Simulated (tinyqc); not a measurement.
Worked calculation: MP2 on RHF in the sto-3g basis, for HF, spin multiplicity 1. One step of it, computed by the program tinyqc.

Problem. Iteration 1: building the Fock matrix. J_ij = sum D_kl (ij|kl), K_ij = sum D_kl (ik|jl); F = H + J - 0.5 K; E = tr D H + tr D J / 2 - 0.25 tr D K + E_nn.

D at the start, lower triangle:
```
            1F 1s      1F 2s    1F 2px    1F 2py    1F 2pz     2H 1s
1F 1s    2.157015
1F 2s   -0.507529   2.136369
1F 2px   0.000000   0.000000  1.636736
1F 2py   0.000000   0.000000  0.000000  1.636736
1F 2pz   0.011378  -0.061276  0.000000  0.000000  1.546617
2H 1s   -0.015032   0.055241  0.000000  0.000000  0.171946  1.010576
```

core Hamiltonian H = T + V (hartree), lower triangle:
```
             1F 1s       1F 2s     1F 2px     1F 2py     1F 2pz      2H 1s
1F 1s   -40.470814
1F 2s    -9.495765  -10.948635
1F 2px    0.000000    0.000000  -8.626129
1F 2py    0.000000    0.000000   0.000000  -8.626129
1F 2pz   -0.008986   -0.111649   0.000000   0.000000  -8.685910
2H 1s    -1.044737   -2.473692   0.000000   0.000000  -1.758842  -4.419955
```

Two-electron integrals (ij|kl) in chemists' order, unique and non-zero (hartree):
```
(11|11) 5.403501   (21|11) 0.841920   (21|21) 0.156299   (22|11) 1.268028
(22|21) 0.292344   (22|22) 0.926167   (31|31) 0.027998   (32|31) 0.043169
(32|32) 0.204588   (33|11) 1.264502   (33|21) 0.292403   (33|22) 0.925959
(33|33) 0.997514   (41|41) 0.027998   (42|41) 0.043169   (42|42) 0.204588
(43|43) 0.053770   (44|11) 1.264502   (44|21) 0.292403   (44|22) 0.925959
(44|33) 0.889973   (44|44) 0.997514   (51|51) 0.027998   (52|51) 0.043169
(52|52) 0.204588   (53|53) 0.053770   (54|54) 0.053770   (55|11) 1.264502
(55|21) 0.292403   (55|22) 0.925959   (55|33) 0.889973   (55|44) 0.889973
(55|55) 0.997514   (61|11) 0.092932   (61|21) 0.017119   (61|22) 0.031862
(61|33) 0.031813   (61|44) 0.031813   (61|51) 0.000687   (61|52) 0.001297
(61|55) 0.031964   (61|61) 0.001894   (62|11) 0.253776   (62|21) 0.059373
(62|22) 0.212100   (62|33) 0.208907   (62|44) 0.208907   (62|51) 0.004032
(62|52) 0.032516   (62|55) 0.218274   (62|61) 0.006606   (62|62) 0.061630
(63|31) 0.005990   (63|32) 0.036352   (63|53) 0.006705   (63|63) 0.008820
(64|41) 0.005990   (64|42) 0.036352   (64|54) 0.006705   (64|64) 0.008820
(65|11) 0.180388   (65|21) 0.042720   (65|22) 0.163405   (65|33) 0.156599
(65|44) 0.156599   (65|51) 0.008513   (65|52) 0.059886   (65|55) 0.176829
(65|61) 0.004935   (65|62) 0.058371   (65|65) 0.063754   (66|11) 0.439072
(66|21) 0.104377   (66|22) 0.431116   (66|33) 0.417558   (66|44) 0.417558
(66|51) 0.008162   (66|52) 0.094173   (66|55) 0.457824   (66|61) 0.011663
(66|62) 0.166956   (66|65) 0.184420   (66|66) 0.774606
```

nuclear repulsion = 4.01229562 hartree

Give: Coulomb J; exchange K; Fock matrix F; total energy of this density.

Solution.

Coulomb J (hartree), lower triangle:
```
          1F 1s   1F 2s  1F 2px  1F 2py  1F 2pz   2H 1s
1F 1s   20.1358
1F 2s    3.8176  9.3946
1F 2px   0.0000  0.0000  9.3726
1F 2py   0.0000  0.0000  0.0000  9.3726
1F 2pz   0.0069  0.0952  0.0000  0.0000  9.4116
2H 1s    0.4187  2.1532  0.0000  0.0000  1.6884  4.6901
```

exchange K (hartree), lower triangle:
```
          1F 1s   1F 2s  1F 2px  1F 2py  1F 2pz   2H 1s
1F 1s   11.2709
1F 2s    1.9343  3.1003
1F 2px   0.0000  0.0000  2.2725
1F 2py   0.0000  0.0000  0.0000  2.2725
1F 2pz   0.0058  0.0515  0.0000  0.0000  2.3040
2H 1s    0.2353  0.8644  0.0000  0.0000  0.6314  1.1138
```

Fock matrix F (hartree), lower triangle:
```
           1F 1s    1F 2s   1F 2px   1F 2py   1F 2pz    2H 1s
1F 1s   -25.9705
1F 2s    -6.6454  -3.1042
1F 2px    0.0000   0.0000  -0.3897
1F 2py    0.0000   0.0000   0.0000  -0.3897
1F 2pz   -0.0049  -0.0422   0.0000   0.0000  -0.4263
2H 1s    -0.7437  -0.7527   0.0000   0.0000  -0.3861  -0.2868
```

total energy of this density = -99.156334 hartree

This density is the starting one; it is not idempotent, so its energy is not variational and may lie below the converged one.
